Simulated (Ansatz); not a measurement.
Worked example: the step energy

An elementary step of SiH2O2, singlet (SiH₂O₂ ([OH][Si][OH]) → H₂O + SiO; H–O, Si–O broken or loosened, H–O formed or tightened). “Start” and “end” are the PBE0-D4/def2-TZVP structures reached by relaxing down either side of its saddle point, with the molecules still in contact.

Ansatz 0.2.0; basis: def2-TZVPP and def2-QZVPP; cores frozen in the correlated methods.

Energies in eV:

| quantity | end | start |
| --- | --- | --- |
| Hartree–Fock, triple zeta (X = 3) | -11970.54087 | -11972.33273 |
| Hartree–Fock, quadruple zeta (X = 4) | -11970.98537 | -11972.78740 |
| MP2 correlation, X = 3 | -16.29500 | -15.89128 |
| MP2 correlation, X = 4 | -17.59986 | -17.19884 |
| CCSD(T) correlation, X = 3 | -17.19805 | -16.85726 |

Question: Work out the step energy at the basis limit: extrapolate Hartree–Fock as E(X) = E∞ + A exp(−7.88 √X) and the MP2 correlation as E(X) = E∞ + B X^−2.97 (the exponents that Neese and Valeev fitted for def2-TZVPP and QZVPP), then add CCSD(T) − MP2 in triple zeta.

Answer: Each step is linear, so take the differences first (end − start): Hartree–Fock 1.79186 (X = 3) and 1.80203 (X = 4); MP2 correlation -0.40372 and -0.40102; CCSD(T) correlation -0.34079.
Two points give E∞ = E(4) + w [E(4) − E(3)], with w = 1/(exp(7.88 (2 − √3)) − 1) = 0.1377 for Hartree–Fock and w = 1/((4/3)^2.97 − 1) = 0.7407 for the correlation.
Hartree–Fock: 1.80203 + 0.1377 × 0.01017 = 1.8034 eV.
MP2 correlation: -0.40102 + 0.7407 × 0.00270 = -0.3990 eV.
CCSD(T) − MP2: -0.34079 − (-0.40372) = 0.0629 eV.
Sum: 1.8034 + (-0.3990) + 0.0629 = 1.4673 eV, or 33.84 kcal/mol. Plain CCSD(T) in triple zeta gives 1.4511 eV, so the larger basis shifts the result by 0.0162 eV.

T1 diagnostic: at most 0.020.

Labels in which every atom is bracketed show which atoms are joined, not bond orders.

For scale, one of the runs: CCSD(T)/def2-TZVPP, 132 basis functions, launched by `ansatz run in.yaml --threads 2 --pin off --events-out ev --progress --plain --max-ram 4352MiB`. The run took 8.5 s on 2 CPU threads of an Arm Neoverse V1 (shared host), with 0.66 GiB of host memory at its peak.
